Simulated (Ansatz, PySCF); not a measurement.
Gas-phase reaction in SMILES: [C-]#[S+] + 3 [H][H] (H2) → C (CH4) + S (H2S)

Property: energy of full hydrogenation (electronic), in kcal/mol. Conventions: spin-orbit terms left out; LANL2DZ with its own core potentials from Na on; six Cartesian d functions in 6-31G* and its kin unless marked 5d; dispersion terms only where a functional's name holds one; 6-311+G** with 5d, 6d on Na to Ar in Ansatz (a program for electronic structure); valence correlation only; non-relativistic. Basis-set limits of correlation are two-point, X^-3; Hartree-Fock from the larger set. Ab initio and DFT rows: single points at B3LYP-D3(BJ) geometries (Ansatz).

Coupled cluster (Ansatz) is a level with limits of its own, used here on species with T1 under 0.025 (0.045 for open shells) and stable references: CCSD(T)/CBS(def2-TZVPPD,def2-QZVPPD).

Value to compare with, CCSD(T)/CBS(def2-TZVPPD,def2-QZVPPD) (Ansatz): -104.3 kcal/mol.

| level | program | energy of full hydrogenation (electronic) (kcal/mol) | difference |
|---|---|---|---|
| HF/STO-3G | Ansatz | -136.2 | -31.9 |
| HF/LANL2DZ | Ansatz | -121.0 | -16.7 |
| HF/6-31G* | Ansatz | -111.6 | -7.3 |
| SVWN5/6-31G* | Ansatz | -126.6 | -22.3 |
| PBE/STO-3G | Ansatz | -112.4 | -8.1 |
| PBE/LANL2DZ | Ansatz | -117.5 | -13.2 |
| PBE/def2-SVP | Ansatz | -112.4 | -8.1 |
| BP86/6-31G* (5d) | PySCF | -103.5 | 0.8 |
| B3LYP/6-31G* | Ansatz | -105.6 | -1.3 |
| B3LYP/6-311+G** | Ansatz | -105.6 | -1.3 |
| PBE0/6-31G* | Ansatz | -116.5 | -12.2 |
| MP2/LANL2DZ | Ansatz | -92.0 | 12.3 |
| MP2/6-31G* | Ansatz | -91.7 | 12.6 |
| B3PW91/6-31G* (5d) | PySCF | -110.8 | -6.5 |
| B3LYP/def2-TZVPD | Ansatz | -105.3 | -1.0 |
| PBE0/def2-TZVPD | Ansatz | -115.8 | -11.5 |
| wB97M-V/def2-TZVPD | Ansatz | -106.9 | -2.6 |

Among the 14 habitual levels, HF/STO-3G lies farthest from CCSD(T)/CBS(def2-TZVPPD,def2-QZVPPD) (Ansatz) (-31.9 kcal/mol); 3 of 14 lie above it, and their mean absolute difference is 11.0 kcal/mol, the median 10.1. One case shows no general order.

The levels are drawn from those run, B3LYP/6-31G* more often than the rest, none by its result; runs whose electronic state is in doubt are left out.
